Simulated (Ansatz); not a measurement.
# AlBH₂ (triplet): wave-function methods side by side, def2-TZVPP

The task here is to estimate one member of a computed series from the others.

The runs use Ansatz 0.2.0, Gaussian basis; def2-TZVPP, core rule «outside noble gas», up to 6 orbitals frozen.

Plan: UHF; ROHF; CCSD(T) on UHF.

2 further runs of the same task are left out: 2 set aside as unsound or not needed.

## What is computed

The geometry is a PBE0/def2-TZVP stationary point (not a proven minimum).

4 atoms, charge 0, spin multiplicity 3.

Atoms are counted from 1 here; the program's logs count them from 0.

Bond lengths: B1–Al2 2.058 Å, B1–H3 1.195 Å, B1–H4 1.195 Å. Angles: Al2–B1–H3 115.6°, Al2–B1–H4 115.6°, H3–B1–H4 128.7°.

Coordinates:

```xyz
4

B     0.0000    0.0000    1.3689
Al    0.0000    0.0000   -0.6894
H     0.0000    1.0776    1.8859
H     0.0000   -1.0776    1.8859
```

Set-up of the first run:

Contents of in.yaml:

```yaml
crystal:
  periodic: [false, false, false]
  atoms:
    - {symbol: B, position_ang: [0.000000, 0.000000, 1.368886]}
    - {symbol: Al, position_ang: [0.000000, 0.000000, -0.689391]}
    - {symbol: H, position_ang: [0.000000, 1.077612, 1.885924]}
    - {symbol: H, position_ang: [0.000000, -1.077612, 1.885924]}
basis:
  gaussian: {orbitals: def2-TZVPP}
magnetization: {spin_polarized: true, initial_magnetization: 2}
hamiltonian: {xc: hf}
output: {orbitals: {seedname: orbitals}}
```

Run with:

```console
> ansatz run in.yaml --threads 1 --pin off --events-out ev --progress --plain --max-ram 4096MiB --backend cpu
```

Steps of the session up to this table: UHF; ROHF; CCSD(T) on UHF.

One table of the session follows, with a row left open; its other results are not shown here.

| method | from UCCSD(T) (kJ/mol) |
| --- | --- |
| ROHF | +500.2 |
| UHF | +484.8 |
| UMP2 | ? |
| UCCSD | +19.9 |
| UCCSD(T) | 0 |

**Question.** Estimate the row for UMP2.

**Answer.** from UCCSD(T) (kJ/mol): +94.9. In the column «from UCCSD(T) (kJ/mol)» it lies between UCCSD (+19.9) and UHF (+484.8).

With the free atoms at the same levels and basis (separate runs), the atomisation energy is 9.456 eV at UCCSD(T), 7.682 eV at ROHF.
